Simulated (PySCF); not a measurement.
Working out the ionisation energy of Cl

Cl [Ne] 3s2 3p5 (2P) → Cl⁺ [Ne] 3s2 3p4 (3P). Computed with PySCF 2.14 in def2-SVP, with no relativity, point nucleus. Frozen: [Ne]. Energies in hartree (1 hartree = 27.21139 eV):

```json
{"part": "UHF", "Cl (lower)": "-459.319303", "Cl⁺ (upper)": "-458.886235"}
{"part": "CCSD correlation", "Cl (lower)": "-0.125665", "Cl⁺ (upper)": "-0.108085"}
{"part": "(T)", "Cl (lower)": "-0.001027", "Cl⁺ (upper)": "-0.001040"}
```

Question: What does Hartree-Fock give?

Answer: (-458.886235) − (-459.319303) = 0.433068 hartree = 11.784 eV.

Question: What do CCSD and CCSD(T) give?

Answer: The CCSD correlation energies differ by 0.017580 hartree = 0.478 eV and the triples by -0.000013 hartree = 0.000 eV, so CCSD gives 12.262 eV and CCSD(T) 12.262 eV.

Measured between the centres of the two terms (NIST): 12.974 eV, so CCSD(T) (valence) is off by -0.712 eV.

A double-zeta basis recovers only part of the correlation energy.

What remains against the reference includes basis incompleteness, the frozen core and higher excitations.
